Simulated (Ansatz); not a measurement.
# How the equilibrium lattice constant a of Os (model structure, started from the beta-W type, Pm-3n, No. 223, 8 atoms in the cell) moves with the method

No measured value is used here.

```tsv
level (code)	value (Å)
PBE (Ansatz)	4.910
PBEsol (Ansatz)	(withheld)
PBE-D3(BJ) (Ansatz)	4.879
```

### Question
What belongs in the gaps?

### Answer

- PBEsol (Ansatz, a program for electronic structure), value (Å): 4.863

Density-functional levels without +SOC have no spin–orbit coupling. Ansatz's density-functional and Hartree–Fock values are scalar-relativistic unless marked +SOC, with PAW data made under PBE.

A model structure was made by putting elements into a prototype or built by hand; it is no filed structure, need not be a known phase, and can be a saddle point held by its symmetry.
